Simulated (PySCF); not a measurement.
# Working out the ionisation energy of N

N [He] 2s2 2p3 (4S) → N⁺ [He] 2s2 2p2 (3P). All numbers are calculated (PySCF 2.14, scalar relativity by spin-free X2C-1e, in x2c-TZVPall (5s3p2d1f, 31 functions)). Frozen: 1s2. Energies in hartree (1 hartree = 27.21139 eV):

| part | N (lower) | N⁺ (upper) |
| --- | --- | --- |
| UHF | -54.432001 | -53.921524 |
| CCSD correlation | -0.110984 | -0.091635 |
| (T) | -0.002264 | -0.001571 |

What does Hartree-Fock give?

(-53.921524) − (-54.432001) = 0.510477 hartree = 13.891 eV.

What do CCSD and CCSD(T) give?

The CCSD correlation energies differ by 0.019349 hartree = 0.527 eV and the triples by 0.000693 hartree = 0.019 eV, so CCSD gives 14.418 eV and CCSD(T) 14.437 eV.

Measured between the centres of the two terms (NIST): 14.545 eV, so CCSD(T) (valence) is off by -0.108 eV.

What remains against the reference includes basis incompleteness, the frozen core and higher excitations.
